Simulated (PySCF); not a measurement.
## Fluorine: a sound run and one with changed settings

Sound run: F [He] 2s2 2p5, F⁺ [He] 2s2 2p4. Computed with PySCF 2.14 in cc-pVTZ (4s3p2d1f, 30 functions), with no relativity, point nucleus. The sound run starts from symmetry-adapted Hartree-Fock orbitals and uses a fine grid where one is needed.

Changed run: 26 angular points. This setting is unsound on purpose.

| species | method | sound run (hartree) | changed run (hartree) | converged |
| --- | --- | --- | --- | --- |
| F | UHF | -99.40552 | -99.40552 | yes |
| F | M06-L | -99.74375 | -99.74551 | yes |
| F | M06-2X | -99.73018 | -99.73300 | yes |
| F⁺ | UHF | -98.83026 | -98.83026 | yes |
| F⁺ | M06-L | -99.11097 | -99.11718 | yes |
| F⁺ | M06-2X | -99.08639 | -99.08847 | yes |

Ionisation energy of F:

| method | sound run (eV) | changed run (eV) |
| --- | --- | --- |
| UHF | 15.654 | 15.654 |
| M06-L | 17.219 | 17.098 |
| M06-2X | 17.518 | 17.539 |

A coarse angular grid integrates products of high-l functions wrongly, so density functionals can shift, and the SCF can exploit the error; Hartree-Fock and MP2 need no grid.

For comparison, NIST gives 17.423 eV between the lowest levels.
